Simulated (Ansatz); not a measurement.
**CaBiCl3: from a trial structure to a relaxed crystal**

Method: Ansatz, DFT PBE, scalar-relativistic, plane waves, PAW. Cutoff 420 eV, Γ-centred k mesh, Gaussian smearing, no spin polarisation in the final step.

CaBiCl3 was placed on the cubic perovskite structure type (Pm-3m, No. 221), with Ca in place of Sr, Bi in place of Ti, Cl in place of O, at a guessed volume.

```
Ca Bi Cl
1.0
     5.05997    0.00000    0.00000
     0.00000    5.05997    0.00000
     0.00000    0.00000    5.05997
Ca Bi Cl
1 1 3
Direct
  0.00000 0.00000 0.00000
  0.50000 0.50000 0.50000
  0.00000 0.50000 0.50000
  0.50000 0.00000 0.50000
  0.50000 0.50000 0.00000
```

Cell and atoms relax at zero pressure; the relaxation can't lower the symmetry of the start. After a coarse first stage the cell is made exact in the group found at 0.06 Å.

Energies over the elements count from the elements' standard structures at the same level (Cl₂ as a molecule), with no empirical corrections.

(1) What does it relax into?

(2) What are its volume, energy, density and gap?

Answers

(1) It keeps Pm-3m (No. 221). The result still has the cubic perovskite structure. Conventional cell: a = 5.653 Å. Ca is coordinated by 12 Cl at 4.00 Å; Bi has 6 Cl at 2.83 Å; Cl is coordinated by 2 Bi at 2.83 Å.

```xyz
5
Lattice="5.6530 0.0000 0.0000 0.0000 5.6530 0.0000 0.0000 0.0000 5.6530" Properties=species:S:1:pos:R:3 pbc="T T T"
Ca    0.0000    0.0000    0.0000
Bi    2.8265    2.8265    2.8265
Cl    0.0000    2.8265    2.8265
Cl    2.8265    0.0000    2.8265
Cl    2.8265    2.8265    0.0000
```

(2) The volume per atom is 36.13 Å³. The density is 3.27 g/cm³, the energy over the elements is -0.71 eV/atom and the gap on the 8×8×8 mesh is 0 eV (a metal).

The final run used a 8×8×8 mesh on its 5-atom cell and 0.10 eV smearing. The k mesh leaves about 4 meV/atom of noise in metals. Spin–orbit coupling is left out. Symmetry constrained the relaxation, so the result can be a saddle point.

Symmetry holds off the tilts and polar distortions that many cubic perovskites undergo.

Cost: 3 runs of about 1.2 core-minutes in all, on Arm Neoverse V1 (shared hosts).